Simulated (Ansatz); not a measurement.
**SiH (quartet): from Hartree-Fock to the top rungs at distance Si1–H2 = 2.110 Å, cc-pVTZ**

Aim: climb from Hartree-Fock through coupled cluster and multireference methods for SiH (quartet) at one geometry and basis, and see what each rung misses.

The runs use Ansatz 0.2.0, Gaussian basis; cc-pVTZ, core rule «outside noble gas», up to 5 orbitals frozen.

The runs, in order: UHF; CCSD(T) on ROHF; CCSD(T) on UHF; BCCD(T) on ROHF; CISD; CCSDT(Q) on ROHF; CCSDT(Q) on UHF; CASSCF and MRCISD+Q, 5 electrons in 5 orbitals; CASSCF and NEVPT2, 5 electrons in 5 orbitals; Full CI.

18 further runs of the same task are left out: 1 for a mislabelled method, 11 that didn't finish, 6 set aside as unsound or not needed.

### 1 What is computed

The geometry derives from a PBE0/def2-TZVP stationary point (not a proven minimum). One bond is set to the value named and the two fragments are kept rigid.

2 atoms, charge 0, spin multiplicity 4.

Atoms are counted from 1 here; the program's logs count them from 0.

No contacts short enough for the rule that draws bonds.

### 2 UHF

Input file in.yaml:

```yaml
crystal:
  periodic: [false, false, false]
  atoms:
    - {symbol: Si, position_ang: [0.000000, 0.000000, 0.000000]}
    - {symbol: H, position_ang: [0.000000, 0.000000, 2.110000]}
basis:
  gaussian: {orbitals: cc-pVTZ}
magnetization: {spin_polarized: true, initial_magnetization: 3}
hamiltonian: {xc: hf}
output: {orbitals: {seedname: orbitals}}
```

Started as:

```bash
$ ansatz run in.yaml --threads 1 --pin off --events-out ev --progress --plain --max-ram 2393MiB
```

Further steps of the session: CCSD(T) on ROHF; CCSD(T) on UHF; BCCD(T) on ROHF; CISD; CCSDT(Q) on ROHF; CCSDT(Q) on UHF; CASSCF and MRCISD+Q, 5 electrons in 5 orbitals; CASSCF and NEVPT2, 5 electrons in 5 orbitals; Full CI.

Q: Predict the results of all the runs planned. Wanted: FCI below the RHF energy; RMP2 from FCI; UMP2 from FCI; RCCSD from FCI; RCCSD(T) from FCI; UCCSD(T) from FCI; RCCSDT(Q) from FCI; UCCSDT(Q) from FCI; NEVPT2 valence from FCI.

**Answer**, as computed:

```
                         quantity                                                              value
         FCI below the RHF energy                                                         -2.5680 eV
                    RMP2 from FCI                                                         +699.3 meV
                    UMP2 from FCI                                                         +714.8 meV
                   RCCSD from FCI                                                         +123.7 meV
                RCCSD(T) from FCI                                                          +30.8 meV
                UCCSD(T) from FCI                                                          +29.3 meV
               RCCSDT(Q) from FCI                                                           +0.7 meV
               UCCSDT(Q) from FCI                                                           -0.9 meV
          NEVPT2 valence from FCI                                                         +547.1 meV
        MRCISD+Q valence from FCI                                                          +52.6 meV
levels within 1 kcal/mol (43 meV)  RCCSD(T), UCCSD(T), BCCD(T), RCCSDT, UCCSDT, RCCSDT(Q), UCCSDT(Q)
                    T1 diagnostic                                                              0.049
   effectively unpaired electrons                                                               3.05
```

RCCSD(T) misses by +30.8 meV, 1.2 % of the correlation energy. The occupations are near whole numbers, but T1 = 0.049 shows that the orbitals relax strongly. Of the multireference levels listed MRCISD+Q valence comes nearest in total energy (+52.6 meV), which doesn't show that its space is the better one. These misses are within one basis, not against nature; the frozen cores of restricted and unrestricted runs differ, which can shift their rows.
